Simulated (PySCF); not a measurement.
methane (CH₄), SMILES C.

The structure is a stationary point at PBE0-D3(BJ)/def2-TZVPD.

These are PySCF with TDA-PBE0/def2-TZVPD values and carry that method's errors.

Vertical excitations; the highest root listed may be one member of a degenerate set. Isolated molecule, no solvent. State labels are in the subgroup D2.

```tsv
state	symmetry	energy (eV)	λ (nm)	f	main pairs
S1	B3	10.20	122	0.131	HOMO→LUMO (degenerate set)
S2	B1	10.20	122	0.131	HOMO−2→LUMO (degenerate set)
S3	B2	10.20	122	0.131	HOMO−1→LUMO (degenerate set)
S4	B3	12.31	101	0.092	HOMO−2→LUMO+2, HOMO−1→LUMO+1 (degenerate set)
S5	B1	12.31	101	0.092	HOMO→LUMO+2, HOMO−1→LUMO+3 (degenerate set)
S6	B2	12.31	101	0.092	HOMO−2→LUMO+3, HOMO→LUMO+1 (degenerate set)
S7	B1	12.34	100	0.000	HOMO−1→LUMO+3, HOMO→LUMO+2 (degenerate set)
S8	B3	12.34	100	0.000	HOMO−1→LUMO+1, HOMO−2→LUMO+2 (degenerate set)
S9	B2	12.34	100	0.000	HOMO→LUMO+1, HOMO−2→LUMO+3 (degenerate set)
S10	A	12.41	100	0.000	HOMO−1→LUMO+2 49 %, HOMO−2→LUMO+1 49 %
T1	B1	9.76	127	0	HOMO−2→LUMO (degenerate set)
T2	B2	9.76	127	0	HOMO−1→LUMO (degenerate set)
T3	B3	9.76	127	0	HOMO→LUMO (degenerate set)
T4	A	11.14	111	0	HOMO−1→LUMO+2 30 %, HOMO→LUMO+3 30 %, HOMO−2→LUMO+1 30 %
```
Triplets are in the Tamm–Dancoff approximation.
